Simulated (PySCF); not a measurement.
Compound: cyclopentadienone, C₅H₄O.
SMILES with atom numbers: `[O:1]=[C:2]1[CH:3]=[CH:4][CH:5]=[CH:6]1` (hydrogens: H7 on C3; H8 on C4; H9 on C5; H10 on C6)

The same species was optimised twice, with GFN2-xTB and with PBE0-D3(BJ)/def2-SVP (PySCF), and the same property calculations (PySCF, gas phase) were run on both structures.

```json
{"coordinate": "C4–C5 (Å)", "GFN2-xTB": "1.479", "PBE0-D3(BJ)/def2-SVP": "1.496", "change": "+0.017"}
{"coordinate": "C2–C6 (Å)", "GFN2-xTB": "1.498", "PBE0-D3(BJ)/def2-SVP": "1.506", "change": "+0.008"}
{"coordinate": "C2–C3 (Å)", "GFN2-xTB": "1.498", "PBE0-D3(BJ)/def2-SVP": "1.506", "change": "+0.008"}
{"coordinate": "C3=C4 (Å)", "GFN2-xTB": "1.333", "PBE0-D3(BJ)/def2-SVP": "1.341", "change": "+0.008"}
{"coordinate": "C5=C6 (Å)", "GFN2-xTB": "1.333", "PBE0-D3(BJ)/def2-SVP": "1.341", "change": "+0.008"}
{"coordinate": "O1=C2 (Å)", "GFN2-xTB": "1.204", "PBE0-D3(BJ)/def2-SVP": "1.205", "change": "+0.001"}
{"coordinate": "C3–C2–C6 (°)", "GFN2-xTB": "104.8", "PBE0-D3(BJ)/def2-SVP": "106.0", "change": "+1.2"}
{"coordinate": "C2–C6–C5 (°)", "GFN2-xTB": "108.0", "PBE0-D3(BJ)/def2-SVP": "107.2", "change": "-0.8"}
{"coordinate": "C2–C3–C4 (°)", "GFN2-xTB": "108.0", "PBE0-D3(BJ)/def2-SVP": "107.2", "change": "-0.8"}
{"coordinate": "O1–C2–C6 (°)", "GFN2-xTB": "127.6", "PBE0-D3(BJ)/def2-SVP": "127.0", "change": "-0.6"}
{"coordinate": "O1–C2–C3 (°)", "GFN2-xTB": "127.6", "PBE0-D3(BJ)/def2-SVP": "127.0", "change": "-0.6"}
{"coordinate": "C4–C5–C6 (°)", "GFN2-xTB": "109.6", "PBE0-D3(BJ)/def2-SVP": "109.8", "change": "+0.2"}
{"coordinate": "C3–C4–C5 (°)", "GFN2-xTB": "109.6", "PBE0-D3(BJ)/def2-SVP": "109.8", "change": "+0.2"}
```

Rotational constants: A = 8397, B = 3956, C = 2689 MHz (GFN2-xTB) against A = 8176, B = 3958, C = 2667 MHz (PBE0-D3(BJ)/def2-SVP). Point groups within 0.08 Å: C2v and C2v.

On the GFN2-xTB structure: HOMO (eV) -7.22 [PBE0/pcSseg-1]; LUMO (eV) -2.99 [PBE0/pcSseg-1]; dipole (D) 3.14 [PBE0/pcSseg-1]; GIAO shielding of O1 (ppm) -442.6 [PBE0/pcSseg-1]; GIAO shielding of C2 (ppm) -24.0 [PBE0/pcSseg-1]; GIAO shielding of C3/C6 (mean) (ppm) 62.0 [PBE0/pcSseg-1]; GIAO shielding of C4/C5 (mean) (ppm) 31.5 [PBE0/pcSseg-1].

What do these properties become on the PBE0-D3(BJ)/def2-SVP structure?

```json
{"property": "HOMO (eV)", "level": "PBE0/pcSseg-1", "on GFN2-xTB": "-7.22", "on PBE0-D3(BJ)/def2-SVP": "-7.24", "change": "-0.02"}
{"property": "LUMO (eV)", "level": "PBE0/pcSseg-1", "on GFN2-xTB": "-2.99", "on PBE0-D3(BJ)/def2-SVP": "-2.96", "change": "+0.03"}
{"property": "dipole (D)", "level": "PBE0/pcSseg-1", "on GFN2-xTB": "3.14", "on PBE0-D3(BJ)/def2-SVP": "3.13", "change": "-0.01"}
{"property": "energy, GFN2-xTB geometry as zero (kcal/mol)", "level": "PBE0/pcSseg-1", "on GFN2-xTB": "0.0", "on PBE0-D3(BJ)/def2-SVP": "-0.4", "change": "-0.4"}
{"property": "GIAO shielding of O1 (ppm)", "level": "PBE0/pcSseg-1", "on GFN2-xTB": "-442.6", "on PBE0-D3(BJ)/def2-SVP": "-440.2", "change": "+2.4"}
{"property": "GIAO shielding of C2 (ppm)", "level": "PBE0/pcSseg-1", "on GFN2-xTB": "-24.0", "on PBE0-D3(BJ)/def2-SVP": "-23.8", "change": "+0.2"}
{"property": "GIAO shielding of C3/C6 (mean) (ppm)", "level": "PBE0/pcSseg-1", "on GFN2-xTB": "62.0", "on PBE0-D3(BJ)/def2-SVP": "59.6", "change": "-2.4"}
{"property": "GIAO shielding of C4/C5 (mean) (ppm)", "level": "PBE0/pcSseg-1", "on GFN2-xTB": "31.5", "on PBE0-D3(BJ)/def2-SVP": "28.8", "change": "-2.7"}
```

The heavy atoms differ by 0.011 Å rms after alignment. Among bonds between heavy atoms C4–C5 changes most (+0.017 Å). Changes are differences of the printed values. Neither structure is proved a minimum here.
